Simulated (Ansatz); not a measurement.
# How far each method lies from UCCSDT(Q) for F–Al–GaH, triplet

Geometry: a PBE0/def2-TZVP stationary point for this spin, not checked as a minimum.

```xyz
4

F     0.0000   -0.3153    2.6637
Al    0.0000    0.4048    1.1780
Ga    0.0000   -0.0787   -1.1444
H     0.0000    0.5494   -2.5805
```

Basis cc-pVDZ; Ansatz 0.2.0. Only valence electrons are correlated (noble-gas cores and the filled d shells of p-block atoms frozen), which leaves 14 electrons in 44 orbitals. Prefix R: restricted or restricted open-shell reference; prefix U: unrestricted. Active spaces: frontier = (10e, 10o) about the gap. No spin–orbit coupling is included, and no scalar relativity.

Full CI isn't at hand for all of this; UCCSDT(Q) serves as the reference, and is uncertain by the last step of the cluster series or more. The frozen core follows each run's orbitals, which can shift R against U totals by a few meV for light atoms and by up to 0.1 eV past Ca.

```
UHF ⟨S²⟩                          : 2.051
T1 diagnostic (RCCSD)             : 0.0267
largest doubles amplitude (RCCSD) : 0.068
T1 diagnostic (UCCSD)             : 0.0236
```

```
   level  E − E(UCCSDT(Q)) (kcal/mol)  wall time
     UHF                       195.18          –
    UMP2                        20.70          –
   UCCSD                         5.57          –
UCCSD(T)                         1.28       18 s
  UCCSDT                         0.46          –
```

Run but not shown, since their state, orbitals or frozen core can't be matched to the reference's or they repeat it: RHF, RMP2, RCCSD, RCCSD(T), BCCD(T), RCCSDT, RCCSDT(Q), CASSCF (frontier space), NEVPT2 (frontier space).

Times hold each run's SCF and search for its determinant on a shared host, so for small cases they say little of a method's own cost; they ran on 1 thread of Arm Neoverse V1. Some runs computed forces too.
